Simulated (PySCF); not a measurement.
Gas-phase reaction: 4 SiH₂ClNH₂ + Cl → Si(NH₂)₄ + 2 HCl + 3 SiH₂Cl

Method: PySCF energies (xtb for GFN2) plus ideal-gas RRHO corrections (1 bar). † marks an energy on the PBE0/def2-TZVP geometry and frequencies; other levels use their own. MP2 and CCSD(T) freeze the core. Open shells (unrestricted): Cl (multiplicity 2, electronic degeneracy 6), SiH₂Cl (multiplicity 2); the rest are closed-shell singlets. GFN2 has no spin-polarisation term. Spin-orbit splitting is ignored; it lowers the true energy and changes the entropy of Cl. SiH₂ClNH₂, Si(NH₂)₄, SiH₂Cl: computed as isolated molecules; such fragments, hydroxides, amides, oligomers or adducts are transient or little studied in the gas. MP2 isn't extrapolated to the basis-set limit; its ΔH°(298 K) is 376.6 kJ in def2-SVP and 365.9 kJ in def2-TZVPP. CCSD(T) isn't extrapolated to the basis-set limit. The harmonic model lacks anharmonicity and excited electronic states, which grow with temperature; levels with a mode under 35 cm⁻¹ are left out. Internal rotation in SiH₂ClNH₂, Si(NH₂)₄ is treated as a harmonic vibration of one conformer, which makes the entropy rough.

```
level               ΔE electronic, kJ  ΔH°(298 K), kJ  ΔS°(298 K), J/K  ΔG°(1800 K), kJ
------------------  -----------------  --------------  ---------------  ---------------
CCSD(T)/def2-SVP†                 390             372              152              104
GFN2-xTB                          519             504              147              252
HF/def2-TZVP†                     366             348              152               80
M06-2X/def2-TZVP†                 372             353              152               85
MP2/def2-TZVPP†                   384             366              152               98
PBE0/def2-SVP†                    374             356              152               88
r2SCAN/def2-TZVP†                 350             331              152               63
LDA/def2-TZVP†                    357             338              152               70
ωB97M-V/def2-TZVP†                402             384              152              116
ωB97X-V/def2-TZVP†                404             386              152              118
```
ΔH° is lowest at r2SCAN/def2-TZVP† and highest at GFN2-xTB. No reference value is set beside these.
